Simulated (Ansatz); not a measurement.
```yaml
crystal:
  periodic: [false, false, false]
  atoms:
    - {symbol: Mn, position_ang: [0.000000, 0.000000, 0.000000]}
    - {symbol: O, position_ang: [0.000000, 0.000000, 2.050000]}
basis:
  gaussian: {orbitals: def2-TZVP}
total_charge: 1
magnetization: {spin_polarized: true, initial_magnetization: 2}
hamiltonian: {xc: pbe0}
relax: {f_tol: 0.004, max_steps: 80}
```

```sh
$ ansatz run in.yaml --threads 1 --pin off --events-out ev --progress --plain --max-ram 2176MiB
```

Steps of the relaxation (energy above the last step; positions in Å, forces in eV/Å):

```
2
step 1, 751.2 meV
Mn    0.000    0.000    0.000    0.000    0.000    2.649
O     0.000    0.000    2.050    0.000    0.000   -2.649
```

```
2
step 2, 354.9 meV
Mn    0.000    0.000    0.079    0.000    0.000    2.190
O     0.000    0.000    1.971    0.000    0.000   -2.190
```

```
2
step 3, 61.9 meV
Mn    0.000    0.000    0.274    0.000    0.000   -1.739
O     0.000    0.000    1.776    0.000    0.000    1.739
```

```
2
step 7, 0.0 meV
Mn    0.000    0.000    0.212    0.000    0.000    0.000
O     0.000    0.000    1.838    0.000    0.000    0.000
```

Close pairs at the end: Mn1–O2 1.627 Å.

A stationary point of unrestricted PBE0 after 7 steps, with ⟨S²⟩ = 3.307 against 2.00 for a pure state. 100 s on 1 thread of Intel Xeon 6975P-C, shared host.
